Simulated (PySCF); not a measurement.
Consider diphosphorus, `P#P` (P2). Optimised structure (Å), atoms numbered from 1:
```
P    -0.8123   -0.3079    0.3557
P     0.8178    0.3104   -0.3840
```

Computed at ωB97X-D3(BJ)/ma-def2-TZVP // PBE0-D3(BJ)/ma-def2-SVP with PySCF (density fitting, grid level 2). The prefix ma- adds one diffuse s and one diffuse p function on all atoms but H. ωB97X-D3(BJ) is ωB97X-V with D3(BJ) in place of VV10. Thermal corrections: PBE0-D3(BJ)/ma-def2-SVP frequencies, unscaled, ideal gas at 298.15 K and 1 bar, quasi-RRHO entropy.

**Question.** What are the vertical and the adiabatic ionisation energy for forming the radical cation?

**Answer.** 10.45 eV vertical and 10.41 eV adiabatic, the latter with zero-point energy.

**Question.** Where does the unpaired spin of the relaxed radical cation sit?

**Answer.** P1 (phosphorus) 0.50, P2 (phosphorus) 0.50 (intrinsic atomic orbital populations).

**Question.** What are the vertical and the adiabatic electron affinity for forming the radical anion?

**Answer.** 0.67 eV vertical and 0.72 eV adiabatic, the latter with zero-point energy.

**Question.** Where does the unpaired spin of the relaxed radical anion sit?

**Answer.** P1 (phosphorus) 0.50, P2 (phosphorus) 0.50 (intrinsic atomic orbital populations).

**Question.** How far is −ε(HOMO) from the vertical value by ΔSCF?

**Answer.** −ε(HOMO) = 10.33 eV, which is 0.12 eV below the ΔSCF value.
